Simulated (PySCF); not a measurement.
Start geometry of formic acid, `O=CO` from GFN2-xTB (Å):
```
atom  x, y, z in Å
O1    -0.6588    1.1265   -0.5544
C2    -0.4135    0.0254   -0.1671
O3     0.7823   -0.5386   -0.1587
H4    -1.1554   -0.6783    0.2399
H5     1.4540    0.0679   -0.5152
```

What comes out of this run: PBE0/def2-TZVP geometry optimisation, gas phase in PySCF?

```
atom  x, y, z in Å
O1    -0.6973    1.1157   -0.4627
C2    -0.3989   -0.0347   -0.3459
O3     0.8059   -0.4832    0.0142
H4    -1.0748   -0.8840   -0.5186
H5     1.3710    0.2913    0.1560
```

The energy falls by 0.012 eV over 8 energy and gradient evaluations, the largest force component goes from 0.0133 to 3.9e-05 Eh/bohr, and the atoms move by 0.021 Å rms after alignment. The bond that changes most is C2–O3 (carboxylic acid carbon to acid hydroxyl oxygen), which lengthens by 0.013 Å. Bonds longer at the end by more than 0.005 Å: 1 of 4; shorter: 0. Among the angles that change most is C2–O3–H5, from 110.9° to 107.3°. Rotational constants go from 79211, 12253, 10612 to 78365, 12196, 10553 MHz. The orientation of the end geometry is arbitrary; only internal coordinates are fixed.

The run used 105 basis functions and 53 SCF cycles in all.

Not checked by PBE0/def2-TZVP frequencies. The numbers are those of one conformer.
